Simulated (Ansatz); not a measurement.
Working through a ranking of conformers of C4H10N2, SMILES CCNCC=N

With Ansatz 0.2.0, Python API.

The cells in order, each with its output:

In [1]:
```python
import ansatz as az
from rdkit import Chem
from rdkit.Chem import AllChem
```

In [2]:
```python
rd = Chem.AddHs(Chem.MolFromSmiles("CCNCC=N"))
ids = list(AllChem.EmbedMultipleConfs(rd, numConfs=20, randomSeed=613, pruneRmsThresh=0.4))
field = [energy for _, energy in AllChem.MMFFOptimizeMoleculeConfs(rd)]
distinct = {round(e, 2): i for i, e in zip(ids, field)}
chosen = sorted(distinct.items())[:5]
found = []
for force_field, index in chosen:
    c4h10n2 = az.Crystal.molecule()
    for atom, xyz in zip(rd.GetAtoms(), rd.GetConformer(index).GetPositions()):
        c4h10n2 = c4h10n2.atom(atom.GetSymbol(), xyz.round(5).tolist())
    model = c4h10n2.calculation().basis(gaussian="cc-pVDZ").functional("b3lyp")
    found.append(model.run(threads=1).report["free_energy_ev"])
print("conformer   MMFF (kcal/mol)   this level (kJ/mol)")
for (force_field, index), e in zip(chosen, found):
    print(f"{index:9d} {force_field - chosen[0][0]:17.2f} {96.485332 * (e - min(found)):17.3f}")
```
```text
conformer   MMFF (kcal/mol)   this level (kJ/mol)
        8              0.00             0.777
        9              2.08             5.145
       10              3.00             0.000
        0              3.35             4.838
        2              3.86             2.903
```

The conformers keep their force-field geometries. b3lyp holds the VWN-RPA fit, as in Gaussian; the form of ORCA and Turbomole is b3lyp5. Run time: 45 s on 1 thread of Arm Neoverse N1, on a shared host, peak memory 0.4 GiB.
